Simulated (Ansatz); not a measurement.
A made-up structure of BSiH₃F, doublet:

```
6
angstrom
F -1.0548 -1.1354 -0.9850
B -0.1996 -0.8160 -0.0045
Si 0.1897 0.7275 0.0173
H 0.3286 -1.4975 0.8676
H -0.4047 1.6325 -1.0044
H 1.1408 1.0889 1.1090
```

It is relaxed with PBE-D4/def2-SVP and then PBE0-D4/def2-TZVP (Ansatz 0.2.0). Atoms count as bonded within 1.22 times the sum of their covalent radii (H–H: 0.88 Å). The end point is not checked to be a true minimum.

Question: Does its bonding change? (Judge from chemistry; the calculation decides.)

Answer: The calculation gives: No: no bond forms or breaks.

Where it ends: The first stage lowers the energy by 2.33 eV in 7 steps. It ends as BSiH₃F ([F][BH][SiH2]):
```tsv
atom	x (Å)	y (Å)	z (Å)
F1	-1.0928	-1.4744	-0.9309
B2	-0.2538	-1.0049	-0.0150
Si3	0.2371	0.8970	0.0258
H4	0.1960	-1.7761	0.7870
H5	-0.2579	1.9321	-0.9122
H6	1.1713	1.4263	1.0454
```

Labels in which every atom is bracketed show which atoms are joined, not bond orders.

For scale, one of the runs: PBE0-D4/def2-TZVP relaxation, 117 basis functions, launched by `ansatz run in.yaml --threads 2 --pin off --events-out ev --progress --plain --max-ram 4352MiB`. Hardware: 2 CPU threads of an Arm Neoverse V2, shared host. Wall time about 13 s.
